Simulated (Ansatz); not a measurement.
Total energies of `ClC1=CC1Cl`.

Cartesian coordinates in Å:
```
Cl 1.644 -1.826 0.281
C 0.442 -0.708 -0.028
C -0.442 -0.206 -0.828
C -0.262 0.457 0.485
Cl 0.577 2.039 0.581
H -0.960 -0.171 -1.771
H -0.999 0.415 1.281
```

Total charge 0; spin multiplicity 1. All single points use the PBE0-D4/def2-TZVP geometry. Basis def2-TZVPP, Ansatz 0.2.0.

RPA on PBE orbitals: Hartree–Fock energy of these orbitals -1033.67916 Eh, correlation -1.35697 Eh (frozen core).

```csv
functional,kind,energy without D4 (Eh),D4 term (kJ/mol)
LDA (SPW92),LDA,-1031.87054,–
PBE,GGA,-1035.38103,-17.7
revPBE,GGA,-1035.70604,-54.8
BLYP,GGA,-1035.84747,-39.5
r2SCAN,meta-GGA,-1035.77003,-4.2
B97M-V,meta-GGA with VV10,-1035.66600,–
PBE0,"global hybrid, 25 % exact exchange",-1035.45940,-15.0
B3LYP,"global hybrid, 20 %",-1035.92651,-28.8
r2SCANh,"meta-GGA hybrid, 10 %",-1035.76077,-4.5
r2SCAN0,"meta-GGA hybrid, 25 %",-1035.74798,-5.0
HSE06 (plane-wave form),screened hybrid,-1035.43758,-13.9
BHLYP,"global hybrid, 50 %",-1035.81916,-21.7
CAM-B3LYP,range-separated hybrid,-1035.85695,-15.2
LC-ωPBE,long-range corrected hybrid,-1035.56222,–
ωB97X-V,range-separated hybrid GGA with VV10,-1035.72804,–
ωB97M-V,range-separated hybrid meta-GGA with VV10,-1035.80951,–
B2PLYP,double hybrid,-1035.53462,–
PBE-QIDH,double hybrid,-1035.26840,–
```

B3LYP takes the VWN-RPA correlation (the form of Gaussian; ORCA's B3LYP/G). HSE06 is the plane-wave form, built on full-range PBE exchange. The double hybrids freeze the cores in their second-order part.

LC-ωPBE has ω = 0.4 bohr⁻¹.
